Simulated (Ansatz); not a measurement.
# BNH₂ (quintet): one geometry, many settings

The task here is to estimate one member of a computed series from the others.

Method: the settings change from run to run; program: Ansatz 0.2.0, Gaussian basis.

22 further runs of the same task are left out: 9 that didn't finish, 13 set aside as unsound or not needed.

## What is computed

The geometry is a PBE0/def2-TZVP stationary point (not a proven minimum) of the parent state, kept for this charge and spin.

4 atoms, charge 0, spin multiplicity 5.

Atoms are counted from 1 here; the program's logs count them from 0.

Bond lengths: B1–N2 1.376 Å, B1–H3 1.215 Å, N2–H4 1.012 Å. Angles: N2–B1–H3 113.0°, B1–N2–H4 139.9°.

Coordinates:

```
B     0.00000   -0.12401    0.77390
N     0.00000   -0.02242   -0.59798
H     0.00000    0.95641    1.33059
H     0.00000    0.68525   -1.32153
```

The first run:

in.yaml reads:

```yaml
crystal:
  periodic: [false, false, false]
  atoms:
    - {symbol: B, position_ang: [0.000000, -0.124007, 0.773899]}
    - {symbol: N, position_ang: [0.000000, -0.022422, -0.597982]}
    - {symbol: H, position_ang: [0.000000, 0.956413, 1.330586]}
    - {symbol: H, position_ang: [0.000000, 0.685254, -1.321528]}
basis:
  gaussian: {orbitals: STO-3G}
magnetization: {spin_polarized: true, initial_magnetization: 4}
correlation: {method: ccsdt, electrons: outside_noble_gas}
accuracy: high
```

Command:

```console
$ ansatz run in.yaml --threads 1 --pin off --events-out ev --progress --plain --max-ram 2393MiB
```

Among the steps run: CCSDT on UHF/STO-3G; MP2 on ROHF/cc-pVDZ; BCCD on ROHF/cc-pVDZ; CCSDT on ROHF/cc-pVDZ; CCSDT on UHF/cc-pVDZ.

One table of the session follows, with a row left open; its other results are not shown here.

| level | from UCCSDT(Q) (meV) |
| --- | --- |
| CCSDT on UHF/STO-3G |  |
| MP2 on ROHF/cc-pVDZ | ? |
| BCCD on ROHF/cc-pVDZ | 159.9 |
| CCSDT on ROHF/cc-pVDZ | 7.5 |
| CCSDT on UHF/cc-pVDZ | 5.8 |

Q: Estimate the row for MP2 on ROHF/cc-pVDZ from the others.

The run gave: from UCCSDT(Q) (meV): 1059.1. In the column «from UCCSDT(Q) (meV)» it is the highest.
